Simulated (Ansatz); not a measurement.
Geometry optimisation, Ansatz, RKS PBE0-D4/def2-SVP.

Input:

```yaml
crystal:
  periodic: [false, false, false]
  atoms:
    - { symbol: B, position_ang: [0.0, 0.0, 0.0] }
    - { symbol: F, position_ang: [0.0, 0.0, 1.67] }
    - { symbol: H, position_ang: [1.0305, 0.0, -0.595] }
    - { symbol: H, position_ang: [-1.0305, 0.0, -0.595] }
    - { symbol: "N", position_ang: [0.0773, -1.7539, 0.5833] }
    - { symbol: H, position_ang: [-0.441, -2.5119, 0.0539] }
    - { symbol: H, position_ang: [0.64, -2.0009, 1.4471] }
    - { symbol: H, position_ang: [0.0473, -1.0728, 1.5337] }
basis:
  gaussian: { orbitals: def2-SVP }
hamiltonian:
  xc: pbe0
  dispersion: d4
relax:
  f_tol: 0.15
  max_steps: 25
  restrain:
    - { distance: [0, 4], at: 2.75, k: 30.0 }
    - { distance: [7, 1], at: 2.12, k: 30.0 }
    - { distance: [0, 1], at: 1.32, k: 30.0 }
    - { distance: [7, 4], at: 1.06, k: 30.0 }
```

Launched with:

```bash
$ ansatz run input.yaml --threads 1 --pin off --max-ram 2048MiB --backend cpu --events-out ev --progress --plain --runs-dir out
```

Question: Where does it end, and by what steps?

Answer: The forces met the threshold. The restraints hold the end off the free minimum; the threshold counts their pulls, which the force column leaves out. Restrained pairs: B1–N5 (1.85 → 2.73 Å), F2–H8 (1.08 → 2.13 Å), B1–F2 (1.67 → 1.33 Å), N5–H8 (1.17 → 1.04 Å). After 9 steps the energy has fallen by 3.717 eV (the restraints' own energy left out); H7 moved furthest, 0.76 Å.

```tsv
step	energy less start (eV)	largest force component (eV/Å)	accepted
0	0.0000	5.355	yes
1	-0.4212	3.838	yes
2	-0.9497	4.259	yes
3	-1.8276	3.510	yes
4	-2.9683	3.885	yes
5	-3.4636	2.205	yes
6	-3.6282	1.569	yes
7	-3.6269	1.820	no
8	-3.7017	1.082	yes
9	-3.7168	0.876	yes
```

```xyz
8
Properties=species:S:1:pos:R:3
B 0.029 0.429 -0.054
F -0.156 0.572 1.253
H 1.149 0.563 -0.488
H -0.960 0.298 -0.741
N 0.122 -2.166 0.803
H -0.590 -2.873 0.622
H 0.956 -2.628 1.155
H -0.227 -1.536 1.548
```

The run took 22 s on 1 thread of Arm Neoverse V1, on a shared host, peak memory 0.13 GiB.
